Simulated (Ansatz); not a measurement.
Active spaces for C2H2, singlet

Calculated in Ansatz's Gaussian-basis code. Basis cc-pVTZ, nonrelativistic, no frozen core. State-specific CASSCF; RHF is the lowest restricted (open-shell) Hartree–Fock solution met. No symmetry is imposed, so a solution can break that of the shape. The lowest solution met needn't be the lowest there is, nor hold the orbitals that a chemist would pick.

Geometry:

```xyz
4

C     0.0000    0.0000    0.6013
C     0.0000    0.0000   -0.6013
H     0.0000    0.0000    1.6644
H     0.0000    0.0000   -1.6644
```

Problem. What do CASSCF and its corrections give against RHF in CAS(4,4), and what are the occupations?

Solution. CASSCF -1.858 eV, SC-NEVPT2 -9.124 eV; occupations 1.94, 1.94, 0.06, 0.06.
